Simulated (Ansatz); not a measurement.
Ansatz (a program for electronic structure) input:

Ansatz 0.2 input:
```yaml
crystal:
  periodic: [false, false, false]
  atoms:
    - {symbol: C, position_ang: [0.01465156, 1.12019913, 0.18559458]}
    - {symbol: C, position_ang: [0.74927507, -0.20159915, 0.10075426]}
    - {symbol: C, position_ang: [-0.75471624, -0.18164703, 0.10094205]}
    - {symbol: H, position_ang: [0.01941637, 1.60458523, -0.84380585]}
    - {symbol: H, position_ang: [1.23609749, -0.60200792, -0.80863356]}
    - {symbol: H, position_ang: [1.24846840, -0.59028977, 0.99776114]}
    - {symbol: H, position_ang: [-1.26417396, -0.55618519, 0.99778749]}
    - {symbol: H, position_ang: [-1.25228048, -0.56894610, -0.80837047]}
basis:
  gaussian:
    orbitals: def2-TZVP
hamiltonian:
  xc: b3lyp
  dispersion: d3bj
total_charge: -1
relax: {f_tol: 0.002, max_steps: 150}
```

Question: Predict the final energy.

Answer: -117.27241 Eh (B3LYP-D3(BJ)/def2-TZVP). The basis has 123 functions.

It need not be the lowest isomer of its formula. Whether it binds its extra electron was not tested at this geometry.
